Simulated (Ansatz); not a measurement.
Geometry optimisation, RKS PBE0-D4/def2-SVP in Ansatz.

input.yaml

```yaml
crystal:
  periodic: [false, false, false]
  atoms:
    - { symbol: B, position_ang: [-0.3203, -0.7316, -0.0772] }
    - { symbol: H, position_ang: [0.9659, -0.8611, -0.8635] }
    - { symbol: H, position_ang: [-1.2256, -0.7754, -0.8116] }
    - { symbol: H, position_ang: [-0.2515, -1.3831, 0.8877] }
    - { symbol: H, position_ang: [0.8395, 0.0317, -0.4663] }
    - { symbol: "N", position_ang: [0.1838, 0.97, 0.2424] }
    - { symbol: H, position_ang: [-0.4847, 1.6183, -0.1423] }
    - { symbol: H, position_ang: [0.2928, 1.1312, 1.2309] }
basis:
  gaussian: { orbitals: def2-SVP }
hamiltonian:
  xc: pbe0
  dispersion: d4
relax:
  f_tol: 0.15
  max_steps: 25
  restrain:
    - { distance: [0, 5], at: 1.55, k: 30.0 }
    - { distance: [4, 1], at: 0.62, k: 30.0 }
    - { distance: [0, 1], at: 2.45, k: 30.0 }
    - { distance: [4, 5], at: 2.32, k: 30.0 }
```

Launched with:

```bash
$ ansatz run input.yaml --threads 1 --pin off --max-ram 2048MiB --backend cpu --events-out ev --progress --plain --runs-dir out
```

Problem. Where does it end, and by what steps?

Solution. It converged. The restraints hold the end off the free minimum. After 8 steps the energy has fallen by 1.588 eV (the restraints' own energy left out); H5 moved furthest, 0.66 Å. Joined: H2–H5.

```tsv
step	energy less start (eV)	largest force component (eV/Å)	accepted
0	0.0000	2.629	yes
1	0.1008	4.426	yes
2	-0.3951	6.040	yes
3	-1.2438	3.447	yes
4	-1.5123	2.078	yes
5	-1.4783	4.145	no
6	-1.5733	2.326	yes
7	-1.5916	2.426	yes
8	-1.5875	2.472	yes
```

```xyz
8
Properties=species:S:1:pos:R:3
B -0.621 -0.473 0.182
H 1.406 -0.945 -1.124
H -1.300 -0.702 -0.791
H -0.278 -1.334 0.957
H 1.258 -0.324 -0.829
N -0.241 0.913 0.460
H -0.523 1.686 -0.127
H 0.299 1.180 1.272
```

Whether the end is a true minimum wasn't checked by a vibrational analysis.

Time of the run: 9.8 s on 1 thread of Arm Neoverse V2, on a shared host, peak memory 0.11 GiB.
